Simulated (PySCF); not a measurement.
## Working out the ionisation energy of B

B [He] 2s2 2p1 (2P) → B+ [He] 2s2 (1S). Computed with PySCF 2.14 in ANO-RCC-VTZP, with scalar relativity by spin-free X2C-1e. Frozen: nothing. Energies in hartree (1 hartree = 27.21139 eV):

| part | B (lower) | B+ (upper) |
| --- | --- | --- |
| UHF | -24.539526 | -24.244276 |
| MP2 opposite-spin | -0.063099 | -0.058185 |
| MP2 same-spin | -0.004796 | -0.001199 |

Question: What does Hartree-Fock give?

Answer: (-24.244276) − (-24.539526) = 0.295250 hartree = 8.034 eV.

Question: What do MP2 and SCS-MP2 (6/5 opposite-spin, 1/3 same-spin) give?

Answer: The opposite-spin parts differ by 0.134 eV and the same-spin parts by 0.098 eV. MP2: 8.034 + (0.134) + (0.098) = 8.266 eV. SCS-MP2: 8.034 + 1.2 × (0.134) + (0.098)/3 = 8.227 eV.

Measured between the centres of the two terms (NIST): 8.297 eV, so MP2 (valence and next inner shell) is off by -0.031 eV.

What remains against the reference includes basis incompleteness and correlation beyond second order.
